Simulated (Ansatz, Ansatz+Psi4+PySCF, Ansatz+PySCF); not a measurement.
```tsv
atom	x (Å)	y (Å)	z (Å)
C	0.3000	0.3000	0.3000
H	-0.7332	0.6041	0.2997
H	1.2355	0.8286	0.2270
```

Basis set: cc-pVTZ (spherical functions). Left uncorrelated: 1 orbital. Charge 0, multiplicity 3.

Computed with Ansatz (development build ahead of 0.2.0); each method stands on the lowest determinant of its kind that the runs found.

The atomization energy at this shape (free ground-state atoms in the same class of orbitals less the molecule, no zero-point energy) of triplet CH₂:

```tsv
method	atomization energy
UHF-CCSD(T)	781.0 kJ/mol
UHF-MP2	780.6 kJ/mol
```

**Question.** What does ROHF give?

**Answer.** 645.3 kJ/mol.
